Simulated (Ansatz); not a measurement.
# C₃H₅F₃: small, medium and large basis sets

Aim: see how fast density functionals and correlated methods converge with the basis set for C₃H₅F₃.

Method: one geometry, several basis sets; program: Ansatz 0.2.0, Gaussian basis.

The runs, in order: PBE0-D4/def2-SVP; ωB97M-V/def2-SVP; PBE0-D4/def2-QZVPP; ωB97M-V/def2-QZVPP; CCSD(T)/cc-pV(D+d)Z; CCSD(T)/cc-pV(T+d)Z; MP2/cc-pV(Q+d)Z; the functionals' def2-TZVPP values are taken from earlier runs.

## (1) Structure used throughout

All runs share one geometry, relaxed beforehand with PBE0-D4 in a triple-zeta def2 set.

SMILES `CCC(F)(F)F`, 11 atoms, charge 0, spin multiplicity 1.

Atoms are counted from 1 here; the program's logs count them from 0.

Bond lengths: C1–C2 1.518 Å, C1–H7 1.091 Å, C1–H8 1.091 Å, C1–H9 1.091 Å, C2–C3 1.504 Å, C2–H10 1.092 Å, C2–H11 1.092 Å, C3–F4 1.342 Å, C3–F5 1.341 Å, C3–F6 1.342 Å. Angles: C2–C1–H7 111.2°, C2–C1–H8 110.1°, C2–C1–H9 111.2°, H7–C1–H8 108.0°, H7–C1–H9 108.2°, H8–C1–H9 108.0°, C1–C2–C3 113.0°, C1–C2–H10 111.4°, C1–C2–H11 111.4°, C3–C2–H10 106.7°, C3–C2–H11 106.7°, H10–C2–H11 107.4°, C2–C3–F4 112.1°, C2–C3–F5 111.4°, C2–C3–F6 112.1°, F4–C3–F5 107.0°, F4–C3–F6 106.9°, F5–C3–F6 107.0°.

## (2) PBE0-D4 in def2-SVP

Contents of in.yaml:

```yaml
crystal:
  periodic: [false, false, false]
  atoms:
    - {symbol: C, position_ang: [-0.214272, -1.055587, 0.758438]}
    - {symbol: C, position_ang: [0.285968, -0.307544, -0.463632]}
    - {symbol: C, position_ang: [0.025457, 1.171621, -0.393450]}
    - {symbol: F, position_ang: [-1.284074, 1.448913, -0.298469]}
    - {symbol: F, position_ang: [0.482073, 1.800853, -1.485971]}
    - {symbol: F, position_ang: [0.622784, 1.739210, 0.665691]}
    - {symbol: H, position_ang: [0.274369, -0.699063, 1.666451]}
    - {symbol: H, position_ang: [-0.003375, -2.120978, 0.658090]}
    - {symbol: H, position_ang: [-1.291715, -0.935144, 0.880969]}
    - {symbol: H, position_ang: [1.363783, -0.431018, -0.592018]}
    - {symbol: H, position_ang: [-0.195496, -0.668262, -1.375501]}
basis:
  gaussian: {orbitals: def2-SVP}
hamiltonian: {xc: pbe0, dispersion: d4}
output: {orbitals: {seedname: orbitals}}
```

Launch:

```sh
> ansatz run in.yaml --threads 2 --pin off --events-out ev --progress --plain --max-ram 22528MiB --backend cpu
```

After this run come: ωB97M-V in def2-SVP; PBE0-D4 in def2-QZVPP; ωB97M-V in def2-QZVPP; CCSD(T) in cc-pV(D+d)Z; CCSD(T) in cc-pV(T+d)Z; MP2 in cc-pV(Q+d)Z.

**Question.** What will the summary of the whole plan be? Wanted: MP2 correlation recovered, cc-pV(D+d)Z; MP2 correlation recovered, cc-pV(T+d)Z; MP2 correlation recovered, cc-pV(Q+d)Z; CCSD(T) limit from def2 sets; PBE0-D4: double and triple zeta above quadruple; ωB97M-V: double and triple zeta above quadruple.

As calculated:

```
                                                                 quantity           value
                                   MP2 correlation recovered, cc-pV(D+d)Z          67.8 %
                                   MP2 correlation recovered, cc-pV(T+d)Z          87.7 %
                                   MP2 correlation recovered, cc-pV(Q+d)Z          94.9 %
CCSD(T) limit from def2 sets (earlier runs) less the limit of this series         -39 meV
                          PBE0-D4: double and triple zeta above quadruple  13.97, 0.58 eV
                          ωB97M-V: double and triple zeta above quadruple  14.33, 0.55 eV
```

In words: PBE0-D4 gains 13.39 eV from double to triple zeta, then 0.58 eV more. Correlation climbs from 68 % (cc-pV(D+d)Z) to 95 % (cc-pV(Q+d)Z) of the limit; Hartree-Fock is 0.259 eV from its own by then. A limit from the def2 sets, made apart, differs by 39 meV, a least measure of the doubt on such a limit. Total energies overstate the basis error of differences, where much of it tends to cancel. The LUMO of ωB97M-V is positive and keeps falling with the basis (3.50 to 1.85 eV): an unbound level that the basis holds in place.
